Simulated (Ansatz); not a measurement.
CH₇AlO, singlet: harmonic vibrations.

Input (in.yaml):

```yaml
crystal:
  periodic: [false, false, false]
  atoms:
    - {symbol: Al, position_ang: [-0.983593, 0.722866, -0.777639]}
    - {symbol: C, position_ang: [0.830920, -1.167553, 0.567084]}
    - {symbol: H, position_ang: [-0.162494, 0.730493, -2.134937]}
    - {symbol: H, position_ang: [-2.133851, -0.304751, -0.448357]}
    - {symbol: H, position_ang: [0.529364, -0.248537, 1.077122]}
    - {symbol: O, position_ang: [-0.772359, 1.994663, 0.333098]}
    - {symbol: H, position_ang: [0.815969, -1.054661, -0.522036]}
    - {symbol: H, position_ang: [1.856096, -1.396177, 0.857643]}
    - {symbol: H, position_ang: [0.166664, -1.979388, 0.856683]}
    - {symbol: H, position_ang: [-0.146815, 2.703046, 0.191240]}
basis:
  gaussian: {orbitals: def2-TZVP}
hamiltonian: {xc: pbe0, dispersion: d4}
phonons: {temperatures: {t_min: 298.15, t_max: 900, t_step: 200}}
```

Command:

```bash
ansatz run in.yaml --threads 2 --pin off --events-out ev --progress --plain --max-ram 4352MiB
```

The run's output (Ansatz 0.2.0):

```
Functional definition: PBE0
  name "PBE0"
  cite "Adamo & Barone, J. Chem. Phys. 110, 6158 (1999) doi:10.1063/1.478522"
  cite "Perdew, Burke & Ernzerhof, Phys. Rev. Lett. 77, 3865 (1996) doi:10.1103/PhysRevLett.77.3865"
  parent pbe
  parameter a = 0.25
  parameter kappa = 0.804
  parameter beta = 0.06672455060314922
  exchange = (1 - a)*pbe_x(kappa = kappa, mu = beta*pi^2/3) + a*exact_x
  correlation = pbe_c(beta = beta)
918 factors; their error is unknown
mean field evaluation 1: about -9781.7640 eV, gradient 7.1e1 eV
mean field evaluation 2: about -9766.1007 eV, gradient 1.1e2 eV
mean field evaluation 4: about -9790.8711 eV, gradient 4.9e0 eV
mean field evaluation 8: about -9790.9251 eV, gradient 1.8e-2 eV
mean field evaluation 16: about -9790.9359 eV, gradient 4.4e-5 eV
mean field -9790.93586453 eV, -359.8102564868 hartree, gradient 4.4e-5 eV, S^2 0.000000; 0 other end points of the search recorded, 0 dependent functions left out
the calculation of the forces begins
reference -9790.93589859 eV, -359.8102577387 hartree; 17, 17 occupied and 124, 124 virtual orbitals, 918 factors
these checks for a lower state are left out or cut short: stability, starts, cluster_reference, orbital_swaps, neighbouring_geometries, increment
918 factors; their error is unknown
Total energy: -9791.04374791 eV, -359.8142211277 hartree
Atom 0 at    -0.983593     0.722866    -0.777639 Å, force     0.000254     0.002062     0.002930 eV/Å
Atom 1 at     0.830920    -1.167553     0.567084 Å, force     0.000407    -0.001321    -0.001427 eV/Å
Atom 2 at    -0.162494     0.730493    -2.134937 Å, force    -0.000019     0.000233    -0.000885 eV/Å
Atom 3 at    -2.133851    -0.304751    -0.448357 Å, force    -0.000234    -0.000146     0.000240 eV/Å
Atom 4 at     0.529364    -0.248537     1.077122 Å, force     0.000247     0.000070     0.000479 eV/Å
Atom 5 at    -0.772359     1.994663     0.333098 Å, force     0.000539    -0.003045    -0.004336 eV/Å
Atom 6 at     0.815969    -1.054661    -0.522036 Å, force    -0.000180    -0.000314     0.001504 eV/Å
Atom 7 at     1.856096    -1.396177     0.857643 Å, force    -0.001096     0.000652     0.000007 eV/Å
Atom 8 at     0.166664    -1.979388     0.856683 Å, force     0.000485     0.000710    -0.000233 eV/Å
Atom 9 at    -0.146815     2.703046     0.191240 Å, force    -0.000403     0.001099     0.001723 eV/Å
Dipole moment:     0.322364    -0.021484    -0.032984 e Å
Vibrations: 79.05 94.82 102.53 111.02 222.00 263.50 425.07 490.05 634.61 677.90 762.65 852.71 1301.15 1337.98 1346.11 1551.57 1562.62 1921.04 1960.46 3017.24 3122.14 3147.82 3183.90 3959.45 cm⁻¹, zero-point energy 1.991643 eV

[the SCF lines of later steps are left out]
```

Hardware: 2 CPU threads of an Arm Neoverse V1, shared host. Wall time about 100 s.
